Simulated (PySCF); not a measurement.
Homolysis of single bonds, series Al CH3-NH2. All species are isolated molecules in the gas phase. Strings in code marks are SMILES.

These are PBE-D3(BJ)/def2-TZVP // B3LYP-D3(BJ)/def2-TZVP in PySCF values and carry that method's errors. 

```tsv
species	dipole moment (D)
radical fragment (`[Al]([CH3])[CH3]`)	0.46
whole molecule (`[CH3][Al]([CH3])[NH2]`)	…
radical fragment (`[NH2]`)	1.90
whole molecule (`[CH3][Al]([NH2])[NH2]`)	0.64
```

Task: Fill in the missing entries.

Result: 
- whole molecule (`[CH3][Al]([CH3])[NH2]`), dipole moment (D): 0.70
